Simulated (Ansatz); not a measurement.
Ladder of methods for the volume per atom of GaS (P6₃/mmc, No. 194)

Reference value: 21.57 Å³/atom (measured, temperature not stated, no zero-point or thermal correction, from a published cell, pressure not stated; as tabulated in Crystal Structures 1, 85 (1963)).

Problem. Put these levels in order of the volume per atom that they give for GaS (P6₃/mmc, No. 194), smallest first: LDA (Ansatz, a quantum-chemistry and plane-wave program), PBE (Ansatz), PBE-D3(BJ) (Ansatz), PBE-D4 (Ansatz), rVV10 (Ansatz).

Solution. LDA (20.63 Å³/atom), PBE-D4 (21.23 Å³/atom), PBE-D3(BJ) (21.56 Å³/atom), rVV10 (22.44 Å³/atom), PBE (25.36 Å³/atom)

Differences against the reference: LDA -4.4 %, PBE +17.6 %, PBE-D3(BJ) 0.0 %, PBE-D4 -1.6 %, rVV10 +4.0 %.

The measured value isn't corrected to a static lattice, so vibrations enter the comparison. A static lattice is as a rule a little smaller than the measured one.  LDA: LDA has no dispersion term either, though it tends to give short spacings of layers, chains or molecules. PBE: the cell comes from a level without a dispersion term, which matters for the spacing of layers, chains or molecules. Ansatz's density-functional and Hartree–Fock values are scalar-relativistic unless marked +SOC, with PAW data made under PBE.

Differences are worked out from the printed values.
